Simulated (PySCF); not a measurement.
# CH5FSi (fluoromethylsilane): the cost of one run

The runs use PySCF 2.14.0, with density-fitted response routines of our own; the level of theory stands in each step. All values are computed, except where a source is named. Atoms are numbered from 0 throughout.

### Step 1. Starting geometry

8 atoms, charge 0, multiplicity 1; geometry from: GFN2-xTB. The atoms were then displaced at random by about 0.03 Å, so the start is not that level's minimum.

Bonds of the start (Å): C0–Si1 1.96, Si1–F2 1.64, C0–H3 1.06, C0–H4 1.06, C0–H5 1.17, Si1–H6 1.44, Si1–H7 1.43.

### Step 2. Optimising the geometry at PBE0-D3(BJ)/def2-SVP

Job settings and geometry (Å):

```
{"job": {"xc": "PBE0", "basis": "def2-SVP", "d3": "d3bj", "grid": 1, "shake": 0.03, "kind": "geom"}, "charge": 0, "multiplicity": 1}
C      1.060300     0.028460     0.059340
Si    -0.886820    -0.207950    -0.047560
F     -1.638540     1.235710    -0.261320
H      1.523960    -0.252460     0.967270
H      1.518350    -0.410250    -0.795170
H      1.207320     1.182150    -0.027760
H     -1.399560    -0.707280     1.204540
H     -1.228660    -0.935210    -1.232180
```

Run with:

```console
$ OMP_NUM_THREADS=1 python probes_run.py task.json out
```

One launch serves the whole session: the jobs run in the order shown.

**Question.** How long does this first job take on 1 thread of Arm Neoverse N1, shared host, and how much memory does it need?

About 10 s, with a peak of 0.29 GiB.
